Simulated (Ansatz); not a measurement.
`C#CCO` + F• → `C#CC[O]`• + H–F  (hydrogen abstraction from the O–H bond)

Gas-phase electronic energies from Ansatz, PBE0-D4/def2-TZVP geometries. CCSD(T)/CBS is the MP2 limit (def2-TZVPP, def2-QZVPP) plus CCSD(T) − MP2 in def2-TZVPP, frozen cores. This one scheme is used for every species, atoms too. Functionals use def2-TZVPP. B3LYP here is the variant with VWN-RPA as its local correlation; programs differ in this. Open shells (•) are unrestricted, without spin–orbit coupling. Spin–orbit coupling would lower the free atoms: a little for F. Each species was taken in one conformer, which may not be the lowest.

`C#CCO`:

Cartesian coordinates in Å:
```
C -0.039 -0.305 1.846
C 0.033 0.068 0.708
C 0.087 0.489 -0.687
O 0.276 -0.580 -1.588
H -0.092 -0.630 2.858
H -0.825 1.055 -0.922
H 0.932 1.166 -0.834
H -0.370 -1.262 -1.382
```

`C#CC[O]`•:

```xyz
7

C    -1.542   -0.799    0.035
C    -0.477   -0.248    0.010
C     0.826    0.415   -0.026
O     0.912    1.629    0.570
H    -2.491   -1.281    0.061
H     1.600   -0.239    0.419
H     1.171    0.524   -1.071
```

H–F:

Z-matrix (Å, degrees):
```
F
H 1 0.920
```

Question: Is it downhill or uphill in electronic energy at CCSD(T)/CBS, and by how much? (An estimate is asked.)

Answer: Computed: Downhill: ΔE = -1.16 eV.

Question: What do these levels give: LDA (SPW92), BLYP-D4, B3LYP-D4, r2SCANh-D4, PBE0, HF/def2-TZVPP? (An estimate is asked.)

Answer: Ansatz gave: LDA (SPW92) -1.72, BLYP-D4 -1.43, B3LYP-D4 -1.26, r2SCANh-D4 -1.24, PBE0 -1.21, HF/def2-TZVPP -0.73 eV.

Largest T1 diagnostic among the species: 0.019.

From PBE to PBE0 (25 % exact exchange), in def2-TZVPP and without D4, ΔE moves by +0.24 eV. At CCSD(T), def2-SVP lies +0.23 eV from the extrapolated value and def2-TZVPP +0.06 eV. Leaving LDA and LC-ωPBE aside and taking each functional with its dispersion term where it has one, the values, not all of them listed here, spread over 0.41 eV, from PBE-D4 to BHLYP-D4. LDA lies −0.26 eV from PBE without D4.
